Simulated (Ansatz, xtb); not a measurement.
# Relaxing a trial structure of C2H3F−

The starting geometry of this gas-phase doublet has its atoms placed at random.

| atom | x (Å) | y (Å) | z (Å) |
| --- | --- | --- | --- |
| C | 0.2097 | -0.5493 | -0.2062 |
| C | 1.0190 | 0.7553 | -0.6804 |
| F | -0.7577 | -1.8101 | 0.5777 |
| H | 0.0965 | -0.3578 | 1.1615 |
| H | 0.3953 | 0.1096 | -1.2938 |
| H | -1.1574 | -0.1398 | -0.4780 |

Problem. One run relaxed it with r2SCAN-D4/def2-SVPD. What is a likely outcome?

Solution. It loosens into C2H3 + F, which stay close as a complex (formulas without charges). Distances that change by over a tenth: C1–C2 (1.61 → 1.31 Å). Contacts that open: C1–H5 (1.29 → 2.19 Å). Contacts that close: C1–H4 (1.39 → 1.11 Å), C1–H6 (1.45 → 1.22 Å).

The energy falls by 7.67 eV over 24 steps:

```
step  E − E(last) (eV)
   1             7.671
   4             2.686
   6             1.291
   9             0.496
  11             0.433
  14             0.352
  16             0.160
  19             0.014
  21             0.000
  24             0.000
```

Final geometry (Å):

```xyz
6

C     0.2587   -0.1386    0.1992
C     0.6318    0.6138   -0.8102
F    -1.5173   -2.0618    0.2020
H     0.7032   -0.0034    1.2022
H     0.3044    0.6209   -1.8581
H    -0.5755   -1.0231    0.1456
```

From the same start GFN2-xTB reaches the same bonding as this run.

From so rough a start the end depends on the optimiser's path, so another program may land elsewhere. No frequencies were run, so the end isn't proven a minimum. Open shells are spin-unrestricted. Run with Ansatz 0.2.0, 2.7 min on 2 threads of AMD EPYC (Zen 3), on a shared host.
